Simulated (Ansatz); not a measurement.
```yaml
crystal:
  periodic: [false, false, false]
  atoms:
    - {symbol: B, position_ang: [0.359053, -0.359747, 0.771431]}
    - {symbol: S, position_ang: [-0.047892, 1.123317, -0.028789]}
    - {symbol: H, position_ang: [0.274402, -1.500585, 0.453792]}
    - {symbol: h, position_ang: [-0.530064, 0.676714, -1.216733]}
basis:
  gaussian: {orbitals: def2-SVPD}
magnetization: {spin_polarized: true, initial_magnetization: 1}
hamiltonian: {xc: {name: PBE}, dispersion: d3bjatm}
accuracy: high
output: {forces: true}
```

```sh
$ ansatz run in.yaml --threads 2 --pin off --events-out ev --progress --plain --max-ram 32768MiB --backend cpu
```

Shortened log:

```
Error: YAML parse error: error: line 7 column 16: `h` is not an element symbol (H … Og, case-exact)
 --> <input>:7:16
5 |     - {symbol: S, position_ang: [-0.047892, 1.123317, -0.028789]}
6 |     - {symbol: H, position_ang: [0.274402, -1.500585, 0.453792]}
7 |     - {symbol: h, position_ang: [-0.530064, 0.676714, -1.216733]}
8 | basis:
9 |   gaussian: {orbitals: def2-SVPD}
```

(1) What is wrong with this run?

Results:

(1) An element symbol is wrong. The program refused the input.
